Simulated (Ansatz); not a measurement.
## A relaxation, step by step

CH6AlN, singlet, HF/def2-SVP (Ansatz 0.2.0). Settings:

```yaml
hamiltonian: {xc: hf}
relax: {f_tol: 0.03, max_steps: 60, escape_saddle: false}
```

Start, the saddle point found with PBE0-D4 in triple zeta (not stationary at another level):

```xyz
9
angstrom
Al -0.7657 -0.0624 -0.7010
N -0.3836 -1.4156 0.5894
H -1.7161 -0.8714 0.4743
C 0.6214 1.3291 -0.5769
H -0.7076 -2.3567 0.3983
H 0.2424 -1.4346 1.3986
H 1.6204 0.8848 -0.6516
H 0.5503 1.8159 0.4042
H 0.5382 2.1110 -1.3352
```

```tsv
step	energy less the last (meV)	largest force component (eV/Å)
1	2402.3	0.501
2	2343.6	1.048
3	2120.1	2.259
4	1006.6	2.182
5	447.1	2.254
6	141.0	1.693
7	16.5	0.360
8 (rejected trial)	18.1	0.366
9	3.9	0.071
10	0.9	0.022
11 (rejected trial)	1.2	0.073
12	0.0	0.017
```

Step 2, positions (Å) and forces (eV/Å):

```json
{"atom": "Al1", "x": "-0.767", "y": "-0.057", "z": "-0.688", "Fx": "-0.074", "Fy": "0.391", "Fz": "-0.643"}
{"atom": "N2", "x": "-0.404", "y": "-1.422", "z": "0.601", "Fx": "-1.039", "Fy": "0.040", "Fz": "0.132"}
{"atom": "H3", "x": "-1.704", "y": "-0.916", "z": "0.484", "Fx": "1.048", "Fy": "-0.590", "Fz": "0.473"}
{"atom": "C4", "x": "0.631", "y": "1.339", "z": "-0.587", "Fx": "0.100", "Fy": "-0.015", "Fz": "0.091"}
{"atom": "H5", "x": "-0.690", "y": "-2.364", "z": "0.381", "Fx": "0.097", "Fy": "0.069", "Fz": "-0.032"}
{"atom": "H6", "x": "0.185", "y": "-1.434", "z": "1.430", "Fx": "-0.163", "Fy": "0.077", "Fz": "-0.023"}
{"atom": "H7", "x": "1.633", "y": "0.904", "z": "-0.686", "Fx": "0.024", "Fy": "0.019", "Fz": "0.004"}
{"atom": "H8", "x": "0.582", "y": "1.818", "z": "0.400", "Fx": "0.035", "Fy": "0.029", "Fz": "0.012"}
{"atom": "H9", "x": "0.534", "y": "2.132", "z": "-1.334", "Fx": "-0.029", "Fy": "-0.021", "Fz": "-0.014"}
```

Step 4, positions (Å) and forces (eV/Å):

| atom | x | y | z | Fx | Fy | Fz |
| --- | --- | --- | --- | --- | --- | --- |
| Al1 | -0.803 | -0.022 | -0.810 | -0.070 | 1.149 | -2.182 |
| N2 | -0.508 | -1.389 | 0.599 | -1.848 | -0.607 | 0.354 |
| H3 | -1.539 | -1.038 | 0.633 | 1.983 | -1.279 | 1.617 |
| C4 | 0.646 | 1.331 | -0.577 | 0.136 | -0.100 | 0.375 |
| H5 | -0.651 | -2.361 | 0.318 | 0.299 | 0.558 | 0.006 |
| H6 | 0.063 | -1.362 | 1.446 | -0.622 | 0.256 | -0.147 |
| H7 | 1.649 | 0.902 | -0.702 | 0.037 | 0.060 | 0.010 |
| H8 | 0.616 | 1.809 | 0.414 | 0.071 | 0.007 | -0.055 |
| H9 | 0.528 | 2.128 | -1.319 | 0.013 | -0.044 | 0.022 |

Step 9, positions (Å) and forces (eV/Å):

```csv
atom,x,y,z,Fx,Fy,Fz
Al1,-0.867,0.069,-1.286,-0.063,-0.036,-0.036
N2,-0.625,-1.283,0.584,0.039,0.029,-0.032
H3,-1.480,-1.235,1.114,-0.033,-0.008,0.039
C4,0.607,1.257,-0.579,0.038,0.035,0.071
H5,-0.523,-2.242,0.291,0.005,-0.016,0.009
H6,0.138,-1.061,1.206,-0.001,0.009,-0.026
H7,1.579,0.743,-0.604,0.009,-0.013,0.018
H8,0.450,1.587,0.460,-0.001,-0.013,-0.033
H9,0.720,2.163,-1.185,0.005,0.013,-0.011
```

Last step (12):

```xyz
9
angstrom
Al -0.8994 0.0829 -1.2939
N -0.6144 -1.2780 0.5631
H -1.4292 -1.2123 1.1545
C 0.5927 1.2503 -0.5679
H -0.5434 -2.2437 0.2824
H 0.1928 -1.0549 1.1252
H 1.5452 0.7017 -0.5062
H 0.3799 1.6279 0.4434
H 0.7755 2.1259 -1.2006
```

Hardware: 2 CPU threads of an Intel Xeon 6975P-C, shared host. Wall time about 5.5 s.
